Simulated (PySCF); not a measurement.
PySCF input (HF/6-31G**):

```python
import numpy as np, basis_set_exchange as bse
from pyscf import gto, scf, dft, df
from pyscf.prop.nmr import rhf as nmr

basis = {'O': gto.basis.parse(bse.get_basis('6-31G**', elements=['O'], fmt='nwchem')), 'Si': gto.basis.parse(bse.get_basis('6-31G**', elements=['Si'], fmt='nwchem'))}
mol = gto.M(
    atom='''
    Si   -0.00000000   -0.00000000   -0.55023073
    O     0.00000000    0.00000000    0.96290378
    ''',
    basis=basis,
    charge=0,
    verbose=4,
    max_memory=2160,
)
mf = scf.RHF(mol)
mf.conv_tol = 1e-9
mf.max_cycle = 100
print('smallest overlap eigenvalue', np.linalg.eigvalsh(mol.intor('int1e_ovlp'))[0])
mf.kernel()
dip = mf.dip_moment()
n = nmr.NMR(mf)
n.verbose = 2
n.max_cycle_cphf = 60
sigma = n.kernel()
for i, x in enumerate(sigma):
    print(mol.atom_symbol(i), i + 1, round(x.trace() / 3, 3))
```

Output:

```
PySCF version 2.14.0

[INPUT] verbose = 4
[INPUT] num. atoms = 2
[INPUT] num. electrons = 22
[INPUT] charge = 0
[INPUT] spin (= nelec alpha-beta = 2S) = 0
[INPUT] symmetry False subgroup None
[INPUT] Mole.unit = angstrom
[INPUT] Symbol           X                Y                Z      unit          X                Y                Z       unit  Magmom
[INPUT]  1 Si     0.000000000000   0.000000000000  -0.550230730000 AA    0.000000000000   0.000000000000  -1.039785385020 Bohr   0.0
[INPUT]  2 O      0.000000000000   0.000000000000   0.962903780000 AA    0.000000000000   0.000000000000   1.819624428508 Bohr   0.0

nuclear repulsion = 39.1689220167479
number of shells = 14
number of NR pGTOs = 78
number of NR cGTOs = 32
basis = {'O': [[0, [5484.67166, 0.00183107443], [825.234946, 0.0139501722], [188.046958, 0.0684450781], [52.9645, 0.232714336], [16.8975704, 0.470192898], [5.79963534, 0.358520853]], [0, [15.53961625, -0.1107775495], [3.599933586, -0.1480262627], [1.01376175, 1.130767015]], [0, [0.2700058226, 1.0]], [1, [15.53961625, 0.07087426823], [3.599933586, 0.3397528391], [1.01376175, 0.7271585773]], [1, [0.2700058226, 1.0]], [2, [0.8, 1.0]]], 'Si': [[0, [16115.9, 0.001959480216], [2425.58, 0.01492880164], [553.867, 0.07284780801], [156.34, 0.2461300271], [50.0683, 0.4859140535], [17.0178, 0.3250020358]], [0, [292.718, -0.002780941415], [69.8731, -0.03571461817], [22.3363, -0.1149850585], [8.15039, 0.0935634476], [3.13458, 0.6030173068], [1.22543, 0.4189592131]], [0, [1.72738, -0.2446310042], [0.572922, 0.004315737717], [0.222192, 1.098184508]], [0, [0.0778369, 1.0]], [1, [292.718, 0.004438264521], [69.8731, 0.03266793328], [22.3363, 0.1347211372], [8.15039, 0.3286783348], [3.13458, 0.449640458], [1.22543, 0.2613722662]], [1, [1.72738, -0.01779510605], [0.572922, 0.2535390863], [0.222192, 0.8006692724]], [1, [0.0778369, 1.0]], [2, [0.45, 1.0]]]}
ecp = {}
smallest overlap eigenvalue 0.022415987971398994

******** <class 'pyscf.scf.hf.RHF'> ********
method = RHF
initial guess = minao
damping factor = 0
level_shift factor = 0
DIIS = <class 'pyscf.scf.diis.CDIIS'>
diis_start_cycle = 1
diis_space = 8
diis_damp = 0
SCF conv_tol = 1e-09
SCF conv_tol_grad = None
SCF max_cycles = 100
direct_scf = True
direct_scf_tol = 1e-13
Set gradient conv threshold to 3.16228e-05
Initial guess from minao.
init E= -363.609849333651
  HOMO = -0.333850963313227  LUMO = -0.0117756560659464  gap/eV = 8.76412
cycle= 1 E= -363.630070954919  delta_E= -0.0202  |g|= 0.768  |ddm|= 1.49
  HOMO = -0.300974613167409  LUMO = 0.0510211116101159  gap/eV = 9.57829
cycle= 2 E= -363.606141094749  delta_E= 0.0239  |g|= 0.895  |ddm|= 1.19
  HOMO = -0.434408633835607  LUMO = 0.0423312992613361  gap/eV = 12.97275
cycle= 3 E= -363.775586669822  delta_E= -0.169  |g|= 0.037  |ddm|= 0.587
  HOMO = -0.431999105936711  LUMO = 0.0537441571954712  gap/eV = 13.21775
cycle= 4 E= -363.77633288041  delta_E= -0.000746  |g|= 0.00802  |ddm|= 0.0765
  HOMO = -0.432533282662538  LUMO = 0.0533226977122017  gap/eV = 13.22081
cycle= 5 E= -363.776372889976  delta_E= -4e-05  |g|= 0.00154  |ddm|= 0.0182
  HOMO = -0.432561442717444  LUMO = 0.0531741895999066  gap/eV = 13.21754
cycle= 6 E= -363.776374012336  delta_E= -1.12e-06  |g|= 0.000306  |ddm|= 0.00302
  HOMO = -0.432588163211931  LUMO = 0.0531588638721822  gap/eV = 13.21785
cycle= 7 E= -363.77637404797  delta_E= -3.56e-08  |g|= 5.97e-05  |ddm|= 0.000493
  HOMO = -0.432567995574954  LUMO = 0.0531691612982637  gap/eV = 13.21758
cycle= 8 E= -363.776374051158  delta_E= -3.19e-09  |g|= 2.34e-05  |ddm|= 0.000146
  HOMO = -0.432565017701037  LUMO = 0.0531682222723283  gap/eV = 13.21747
cycle= 9 E= -363.776374051606  delta_E= -4.48e-10  |g|= 4.49e-06  |ddm|= 6.44e-05
  HOMO = -0.432564597046778  LUMO = 0.0531679630763758  gap/eV = 13.21746
Extra cycle  E= -363.776374051612  delta_E= -6.37e-12  |g|= 2.52e-06  |ddm|= 7.04e-06
converged SCF energy = -363.776374051612
Dipole moment(X, Y, Z, Debye): -0.00000,  0.00000, -3.37232
Si 1 325.984
O 2 -182.773
```
